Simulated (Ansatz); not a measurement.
# C4H5NS: the cost of one run

Computed with Ansatz 0.2.0 (DFT B3LYP+D3(BJ), Gaussian basis cc-pV(T+d)Z, and further levels as typed in the inputs, unless a step's input says otherwise).

### 1 The system as given

Bond lengths: C1–C2 1.485 Å, C2–C3 1.381 Å, C3–N4 1.381 Å, N4–C5 1.315 Å, C2–S6 1.716 Å, C5–S6 1.715 Å, C1–H7 1.095 Å, C1–H8 1.095 Å, C1–H9 1.095 Å, C3–H10 1.084 Å, C5–H11 1.082 Å. Angles (14 of 17 angles, heavy atoms first): C1–C2–C3 129.6°, C1–C2–S6 121.0°, C3–C2–S6 109.5°, C2–C3–N4 115.8°, C3–N4–C5 109.1°, N4–C5–S6 116.2°, C2–S6–C5 89.4°, C2–C1–H7 110.8°, C2–C1–H8 110.8°, C2–C1–H9 110.9°, C2–C3–H10 125.2°, N4–C3–H10 119.0°, N4–C5–H11 122.3°, S6–C5–H11 121.5°.

Structure file:

```xyz
11

C    -1.7552   -0.2070   -0.1009
C    -0.2764   -0.0901   -0.0404
C     0.5053    0.9549    0.4100
N     1.8708    0.7594    0.3368
C     2.1094   -0.4308   -0.1678
S     0.7335   -1.3691   -0.5771
H    -2.1039   -1.0505    0.5038
H    -2.0919   -0.3544   -1.1323
H    -2.2351    0.6999    0.2814
H     0.1295    1.8911    0.8055
H     3.1139   -0.8035   -0.3191
```

### 2 Relaxing the atoms: C4H5NS

Contents of input.yaml:

```yaml
relax:
  f_tol: 0.001
  max_steps: 200
crystal:
  periodic: [false, false, false]
  atoms:
    - { symbol: C, position_ang: [-1.75517, -0.207, -0.10093] }
    - { symbol: C, position_ang: [-0.27636, -0.09015, -0.04038] }
    - { symbol: C, position_ang: [0.50526, 0.9549, 0.40998] }
    - { symbol: "N", position_ang: [1.87078, 0.75945, 0.33683] }
    - { symbol: C, position_ang: [2.10942, -0.43079, -0.16783] }
    - { symbol: S, position_ang: [0.73346, -1.36905, -0.5771] }
    - { symbol: H, position_ang: [-2.10387, -1.05051, 0.50382] }
    - { symbol: H, position_ang: [-2.09188, -0.3544, -1.13231] }
    - { symbol: H, position_ang: [-2.2351, 0.69994, 0.28142] }
    - { symbol: H, position_ang: [0.12953, 1.89114, 0.80555] }
    - { symbol: H, position_ang: [3.11392, -0.80355, -0.31906] }
basis:
  gaussian: { orbitals: "cc-pV(T+d)Z.json" }
hamiltonian:
  xc: { name: B3LYP }
  dispersion: d3bj
accuracy: high
output:
  orbitals: {}
```

The run is started by

```sh
ansatz run input.yaml --threads 4 --pin off --max-ram 16384MiB --backend cpu --events-out ev --progress --plain --runs-dir out
```

Q: Estimate wall time and peak memory on 4 threads of Intel Xeon Platinum 8488C (Sapphire Rapids), shared host.

About 2.4 min, with a peak of 2.4 GiB.
